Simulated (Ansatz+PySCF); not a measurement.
The numbers below are computed, except where a source is named.
Input for Ansatz (development build ahead of 0.2.0):

```yaml
crystal:
  periodic: [false, false, false]
  atoms:
    - { symbol: H, position_ang: [0.0, 0.0, -0.911] }
    - { symbol: F, position_ang: [0.0, 0.0, 0.10122] }
basis:
  gaussian: { orbitals: "6-31G" }
magnetization:
  spin_polarized: true
hamiltonian:
  xc: pbe0
scf:
  omitted_lower_state_checks: [starts, atomic_configurations, cluster_reference, orbital_swaps, given_window_search, neighbouring_geometries, increment]
output:
  forces: true
```

The input is written out in the form of the current development build from the run's settings.

Results

```json
{"Converged": "yes", "Total energy": "-100.30409 hartree", "Spin squared of the determinant": "0.000", "Stability test": "minimum"}
```

Forces (eV/Å):
```
atom     Fx     Fy      Fz
  H1  0.000  0.000   2.772
  F2  0.000  0.000  -2.772
```
